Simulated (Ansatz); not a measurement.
Mulliken charges of C₃H₅NS, SMILES `C=NC(C)=S` from PBE/def2-TZVPP in Ansatz (PBE0-D4/def2-TZVP geometry).

```tsv
atom	x (Å)	y (Å)	z (Å)	charge (e)
C1	-0.974	0.813	1.407	-0.063
N2	-0.291	0.902	0.355	-0.097
C3	-0.228	-0.063	-0.616	0.138
C4	1.149	-0.609	-0.814	-0.210
S5	-1.520	-0.474	-1.521	-0.259
H6	-1.006	1.657	2.092	0.113
H7	-1.548	-0.085	1.656	0.080
H8	1.149	-1.378	-1.582	0.098
H9	1.528	-1.018	0.128	0.092
H10	1.824	0.203	-1.101	0.108
```

Question: By hand: the dipole of these point charges (1 e Å = 4.8032 D).

Answer: Σ q r = (0.423, 0.077, 0.464) e Å, of length 0.633 e Å = 3.04 D.

Question: How does the dipole of the full density compare? (An estimate is asked.)

Answer: The calculation gave: (0.297, 0.007, 0.516) e Å, 2.86 D; the point charges give 1.06 times that, at 14° from its direction.

Point charges leave out the atoms' own dipoles, such as those of lone pairs, and Mulliken's split depends on the basis, so the close match here is no proof of good charges.
